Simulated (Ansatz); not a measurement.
# BSiN (quintet): the correlation ladder, cc-pVTZ

One table from this session's results is given with a row withheld; the runs are named, their logs left out.

Method: cc-pVTZ, core rule «outside noble gas», up to 7 orbitals frozen; program: Ansatz 0.2.0, Gaussian basis.

Plan: UHF; CCSD(T) on ROHF; CCSD(T) on UHF; BCCD(T) on ROHF; CCSDT(Q) on ROHF; CCSDT(Q) on UHF; CASSCF and NEVPT2, 12 electrons in 12 orbitals.

5 further runs of the same task are left out: 5 set aside as unsound or not needed.

## The geometry

The geometry is a PBE0/def2-TZVP stationary point (not a proven minimum) of the parent state, kept for this charge and spin.

3 atoms, charge 0, spin multiplicity 5.

Atoms are counted from 1 here; the program's logs count them from 0.

Bond lengths: B1–N2 1.274 Å, N2–Si3 1.674 Å. Angles: B1–N2–Si3 180.0°.

As a file:

```tsv
atom	x (Å)	y (Å)	z (Å)
B1	0.0000	0.0000	-1.4078
N2	0.0000	0.0000	-0.1333
Si3	0.0000	0.0000	1.5410
```

The first run:

Input file in.yaml:

```yaml
crystal:
  periodic: [false, false, false]
  atoms:
    - {symbol: B, position_ang: [0.000000, 0.000000, -1.407767]}
    - {symbol: N, position_ang: [0.000000, 0.000000, -0.133267]}
    - {symbol: Si, position_ang: [0.000000, 0.000000, 1.541033]}
basis:
  gaussian: {orbitals: cc-pVTZ}
magnetization: {spin_polarized: true, initial_magnetization: 4}
hamiltonian: {xc: hf}
output: {orbitals: {seedname: orbitals}}
```

Run with:

```
$ ansatz run in.yaml --threads 1 --pin off --events-out ev --progress --plain --max-ram 4096MiB --backend cpu
```

Steps of the session up to this table: UHF; CCSD(T) on ROHF; CCSD(T) on UHF; BCCD(T) on ROHF; CCSDT(Q) on ROHF; CCSDT(Q) on UHF; CASSCF and NEVPT2, 12 electrons in 12 orbitals.

One table of the session follows, with a row left open; its other results are not shown here.

```
        method  from UCCSDT(Q) (kcal/mol)
          ROHF                    +214.81
           UHF                    +208.91
          RMP2                     +20.83
          UMP2                     +22.13
         RCCSD                     +12.72
         UCCSD                     +12.43
      RCCSD(T)                      +1.37
      UCCSD(T)                      +1.57
       BCCD(T)                      +1.42
        RCCSDT                      +0.94
        UCCSDT                      +0.88
     RCCSDT(Q)                          ?
     UCCSDT(Q)                          0
CASSCF valence                    +131.61
NEVPT2 valence                     +31.06
```

Estimate the missing values for RCCSDT(Q).

**Answer.** from UCCSDT(Q) (kcal/mol): +0.19. In the column «from UCCSDT(Q) (kcal/mol)» it lies between UCCSDT(Q) (0) and UCCSDT (+0.88).

Caveats from the session: Restricted and unrestricted rows rest on different reference determinants; where their highest levels disagree by more than a few hundredths of an eV, they describe different states and don't form one ladder.
